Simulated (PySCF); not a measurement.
Structure problem from calculated spectra and properties.

Elements present: C, F and H. Monoisotopic mass: 84.0375 u.

* 1H NMR: chemical shifts (computed TMS as zero) by class: 2.21 (1 H), 1.37 (2 H), 0.95 (2 H) ppm [GIAO PBE0/pcSseg-1]
* 13C NMR: chemical shifts (computed TMS as zero) by class: 86.1 (1 C), 83.7 (1 C), 69.7 (1 C), 18.6 (2 C) ppm [GIAO PBE0/pcSseg-1]
* UV, strongest line: among the 6 lowest singlet transitions: S4 at 7.29 eV (170 nm, f = 0.049) [TDDFT PBE0/def2-SVPD]
* NMR, other nuclei: isotropic shieldings of nuclei other than C and H, by class: 382 (1 F) ppm [GIAO PBE0/pcSseg-1]
* UV, first state: lowest singlet excitation: 5.88 eV (211 nm, f = 0.000) [TDDFT PBE0/def2-SVPD]
* Dipole: 1.98 D [PBE0/def2-SVPD]
* Triplet: lowest triplet excitation (Tamm–Dancoff): 5.21 eV [TDA PBE0/def2-SVPD]
* Rotational structure: rotational constants A, B, C: 6.153, 3.088, 2.455 GHz [GFN2-xTB]
* Polarisability: 56.4 au [PBE0/def2-SVPD]

Electronic properties: PySCF, gas phase, density fitting. Levels stand in brackets. NMR shifts are as computed; neighbouring signals can stand in another order in a measured spectrum. Geometry: GFN2-xTB; no solvent, vibrations or thermal averaging. Each NMR value is the plain mean over a class of atoms that symmetry, rotation or inversion makes alike.

Task: Which formula fits the mass and the elements?

Result: C5H5F (calculated 84.0375). No other formula that holds each of these elements comes within 0.0003 u with a fitting electron parity and a possible valence count.

Task: What is the compound? Reason from the data.

Result: Numbering: `[CH:1]#[C:2][C:3]1([F:4])[CH2:5][CH2:6]1`. Its formula, C5H5F, gives 3 degrees of unsaturation: 1 ring and 2 π bonds in the structure found. 5 carbons fall into 4 classes; from least to most shielded: alkyne carbon [C2] (86.1 ppm), terminal alkyne carbon [C1] (83.7 ppm), sp3 C–F carbon [C3] (69.7 ppm), three-membered-ring carbon [C5/C6] (18.6 ppm, 2 C). Hydrogen classes from least to most shielded: 1 H on a terminal alkyne carbon, C1 (2.21 ppm), 2 H on 2 three-membered-ring carbons, C5/C6 (1.37 ppm), 2 H on 2 three-membered-ring carbons, C5/C6 (0.95 ppm). The other shieldings belong to: 382 ppm, alkyl fluorine [F4]. The optimised geometry has point group Cs and is an asymmetric top. Structure: `C#CC1(F)CC1`. Computed isomers that give other values at the same levels: `C#CC/C=C\F` (13C chemical shifts (computed TMS as zero) by class: 158.5 (1 C), 114.7 (1 C), 86.3 (1 C), 74.9 (1 C), 16.1 (1 C) ppm); `C#C/C=C/CF` (13C chemical shifts (computed TMS as zero) by class: 149.9 (1 C), 114.4 (1 C), 89.7 (1 C), 86.7 (1 C), 86.2 (1 C) ppm); `FC1=CCC=C1` (13C chemical shifts (computed TMS as zero) by class: 174.7 (1 C), 143.1 (1 C), 135.1 (1 C), 112.5 (1 C), 40.3 (1 C) ppm). The assignments are read from this structure; whether some other isomer fits the data as well wasn't checked.
